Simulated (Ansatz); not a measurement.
Task: a ranking of conformers of C3H7NO, SMILES COC=CN, with the Ansatz DFT code, driven from Python. Give the script and its output. Level of theory (for the species named): r2SCAN, cc-pVDZ basis, multiplicity 1.

Script `run_conformers.py`:
```python
"""Conformer energies of C3H7NO."""

import ansatz as az
from rdkit import Chem
from rdkit.Chem import AllChem

config = {
    "basis": "cc-pVDZ",
    "xc": "r2scan",
}

rd = Chem.AddHs(Chem.MolFromSmiles("COC=CN"))
ids = list(AllChem.EmbedMultipleConfs(rd, numConfs=20, randomSeed=717, pruneRmsThresh=0.4))
field = [energy for _, energy in AllChem.MMFFOptimizeMoleculeConfs(rd)]
distinct = {round(e, 2): i for i, e in zip(ids, field)}
chosen = sorted(distinct.items())[:5]
found = []
for force_field, index in chosen:
    geometry = az.Crystal.molecule()
    for atom, xyz in zip(rd.GetAtoms(), rd.GetConformer(index).GetPositions()):
        geometry = geometry.atom(atom.GetSymbol(), xyz.round(5).tolist())
    setup = (
        geometry.calculation()
        .basis(gaussian=config["basis"])
        .functional(config["xc"])
        .accuracy("medium")
    )
    found.append(setup.run(threads=1, backend="cpu").report["free_energy_ev"])
print("conformer   MMFF (kcal/mol)   this level (kJ/mol)")
for (force_field, index), e in zip(chosen, found):
    print(f"{index:9d} {force_field - chosen[0][0]:17.2f} {96.485332 * (e - min(found)):17.3f}")
```

Running `python run_conformers.py` prints:
```text
conformer   MMFF (kcal/mol)   this level (kJ/mol)
        1              0.00             9.231
        4              0.70             0.000
        2              1.92            21.531
        3              2.25            14.798
```

Caveats:
- The settings weren't tested for convergence.
- The conformers keep their force-field geometries.
- Timing: 18 s on 1 thread of Arm Neoverse V2 (shared host), peak memory 0.28 GiB.
